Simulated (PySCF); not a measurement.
Compound: C4H5S2 (doublet state).
Structure used (GFN2-xTB), in Å, numbered top down from 1:
```
atom  x, y, z in Å
S1     2.668   -0.723   -0.661
C2     1.039   -0.189   -0.267
C3     0.014   -0.967    0.085
C4    -1.262   -0.245    0.364
C5    -0.973    1.195    0.156
S6     0.634    1.526   -0.318
H7     3.148    0.495   -0.904
H8     0.084   -2.038    0.168
H9    -2.066   -0.601   -0.301
H10   -1.611   -0.447    1.389
H11   -1.671    1.997    0.263
```

The hyperfine couplings belong to this conformer and change with its torsions.

The species is `SC1=CC[CH]S1` [radical].

Computed with UKS B3LYP, pcH-1 on C H S, non-relativistic, mean-field spin-orbit, GIAO (PySCF). The structure is a single GFN2-xTB conformer in the gas phase; no vibrational or solvent corrections. Couplings are sensitive to structure, and on GFN2-xTB geometries they can be far from those on DFT ones.

Count the α and β electrons and give S(S+1).

Nα = 31, Nβ = 30 (61 in all), and S(S+1) = 0.75 for S = 1/2.

Mulliken spin populations, one withheld:

```csv
atom,bound to,population
S1,"C2, H7",-0.0019
C2,"S1, C3, S6",-0.0352
C3,"C2, C4, H8",+0.0617
C4,"C3, C5, H9, H10",-0.0842
C5,"C4, S6, H11",+0.8362
S6,"C5, C2",?
H7,S1,-0.0004
H8,C3,-0.0033
H9,C4,+0.0558
H10,C4,+0.0549
H11,C5,-0.0363
```

Complete the table.

The populations add up to Nα − Nβ = 1, and the others sum to 0.8473, so S6 holds +0.153.

How is the spin shared among the elements?

Carbon +0.78, sulfur +0.15, hydrogen +0.07. The positive populations sum to 1.16, the negative ones to -0.16.

With ⟨S²⟩ = 0.7552, find the sum of squared α–β overlaps and estimate the admixture of higher spin.

For a single determinant ⟨S²⟩ = S(S+1) + Nβ − Σ|⟨iα|jβ⟩|², so the squared overlaps of occupied orbitals sum to 30 − 0.0052 = 29.9948. If the quartet state (S + 1) were the only admixture, its weight would be 0.0052/(2S + 2) = 0.17 %.

What Fermi-contact NMR shifts do the couplings of C2, C3, C4, H8, H11 imply at 298 K (Curie law, g = gₑ)?

δ = a_FC·h·gₑ μB S(S+1)/(3 g_N μN kT), with k/h = 20836.6 MHz/K:

```csv
nuclei,isotope,a_FC (MHz),g_N,contact shift (ppm)
C2,13C,-8.19,1.4048,-863
C3,13C,6.07,1.4048,+640
C4,13C,-35.25,1.4048,-3714
H8,1H,-5.55,5.5857,-147
H11,1H,-55.79,5.5857,-1478
```

The sign follows the spin density at the nucleus: positive density means a positive shift.

β density exceeds α density at some nuclei, such as C4 (-0.0314), H11 (-0.0125) and C2 (-0.0073), spin density in bohr⁻³. In a single determinant that takes different orbitals for the two spins, that is spin polarisation.
